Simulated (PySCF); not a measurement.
CH3CN, optimised at B3LYP/6-31G*:

```xyz
6

C     -0.4949     0.0024    -0.0122
C      0.9666     0.0002     0.0100
N      2.1266    -0.0016     0.0276
H     -0.8655    -0.7544    -0.7108
H     -0.8905    -0.2183     0.9843
H     -0.8687     0.9818    -0.3275
```

Energies from PySCF (xtb for GFN2), thermal terms from the rigid-rotor harmonic-oscillator model, ideal gas at 1 bar. 6-31G* has spherical d functions here. All species are closed-shell singlets. B3LYP is the form with VWN-RPA correlation.

**Question.** List the harmonic frequencies (cm⁻¹, unscaled) at this level and at the other levels, each on its own geometry.

**Answer.** 
- B3LYP/6-31G*: 388, 388, 936, 1077, 1077, 1440, 1502, 1502, 2376, 3067, 3140, 3140
- GFN2-xTB: 388, 388, 993, 998, 998, 1368, 1427, 1427, 2422, 3019, 3019, 3021
- HF/6-31G*: 425, 425, 975, 1175, 1175, 1564, 1618, 1618, 2622, 3234, 3315, 3315
- PBE/def2-SVP: 370, 370, 936, 999, 999, 1333, 1391, 1391, 2306, 2984, 3079, 3079
- PBE0/def2-TZVP: 390, 390, 950, 1053, 1053, 1401, 1465, 1465, 2392, 3070, 3151, 3151
